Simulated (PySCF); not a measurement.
C₅H₁₁P.
SMILES with atom numbers: `[CH3:1][CH2:2][P:3]1[CH2:4][CH2:5][CH2:6]1` (hydrogens: H7, H8, H9 on C1; H10, H11 on C2; H12, H13 on C4; H14, H15 on C5; H16, H17 on C6)

Level: wB97X-D/def2-SVPD in PySCF, non-relativistic, on one gas-phase PBE0-D3(BJ)/def2-SVP geometry that isn't relaxed in the solvent. The solvent is an IEF-PCM continuum (Bondi radii, 1.10 Å for H, scaled by 1.2), and excitations are vertical TDDFT with non-equilibrium linear response and a frozen core. Only the electrostatic response of the medium enters.

Gas-phase singlets (H = HOMO, L = LUMO):

```json
{"state": "S1", "E (eV)": "5.749", "λ (nm)": "216", "f": "0.052", "leading configuration": "H→L 86%"}
{"state": "S2", "E (eV)": "6.433", "λ (nm)": "193", "f": "0.078", "leading configuration": "H→L+2 72%"}
{"state": "S3", "E (eV)": "6.704", "λ (nm)": "185", "f": "0.018", "leading configuration": "H→L+1 80%"}
{"state": "S4", "E (eV)": "7.072", "λ (nm)": "175", "f": "0.084", "leading configuration": "H→L+3 78%"}
{"state": "S5", "E (eV)": "7.521", "λ (nm)": "165", "f": "0.012", "leading configuration": "H→L+4 32%"}
```

Task: What are the lowest 5 singlets in benzene (ε = 2.271)?

Result: 
```
state  E (eV)  λ (nm)      f  leading configuration  change by rank (eV)
   S1   5.700     218  0.076                H→L 88%               -0.049
   S2   6.388     194  0.123              H→L+2 71%               -0.045
   S3   6.798     182  0.050              H→L+1 66%               +0.094
   S4   7.073     175  0.123              H→L+3 68%               +0.001
   S5   7.580     164  0.005              H-1→L 82%               +0.059
```

Task: The ground-state energy changes by -0.046 eV from gas to benzene. By how much does the total energy of gas-phase S1 change?

Result: E(S1) = E(S0) + excitation energy, so it changes by -0.046 − 0.049 = -0.095 eV: it is lowered more than the ground state, which is what a red shift means. This is the vertical state, with the slow part of the continuum still set for S0.

Task: How do the frontier levels move from gas to benzene?

Result: 
```tsv
orbital	gas (eV)	solvent (eV)	change (eV)	Löwdin shares, gas	Löwdin shares, solvent
LUMO+2	2.67	2.72	+0.05	P3 19 %, C6 11 %, C2 8 %, C5 8 %	P3 20 %, C6 12 %, C5 9 %, C2 7 %
LUMO+1	2.43	2.53	+0.10	C5 12 %, C2 11 %, C4 9 %, H11 8 %	C2 12 %, C1 10 %, C5 10 %, H11 8 %
LUMO	2.13	2.16	+0.03	P3 29 %, C6 11 %, C4 11 %, C1 10 %	P3 31 %, C4 12 %, C6 12 %, C1 8 %
HOMO	-8.10	-8.12	-0.02	P3 57 %, C6 10 %, C2 9 %, C4 9 %	P3 57 %, C6 10 %, C2 9 %, C4 9 %
HOMO-1	-10.14	-10.06	+0.08	C2 22 %, P3 20 %, C4 10 %, C6 10 %	C2 22 %, P3 20 %, C4 10 %, C6 10 %
HOMO-2	-10.29	-10.22	+0.07	C6 25 %, C4 24 %, P3 23 %, H16 5 %	C6 25 %, C4 24 %, P3 23 %, H16 5 %
HOMO-3	-11.57	-11.47	+0.10	C5 23 %, H14 12 %, C1 10 %, C2 8 %	C5 22 %, H14 12 %, C1 10 %, C2 8 %
```

The HOMO–LUMO gap goes from 10.23 to 10.28 eV.

Conformer computed: `[CH3:1][CH2:2][P:3]1[CH2:4][CH2:5][CH2:6]1`: C1–C2–P3–C4 161°.

The pairwise dispersion term of wB97X-D wasn't added to the energies; at a given geometry it leaves orbitals and properties as they are.
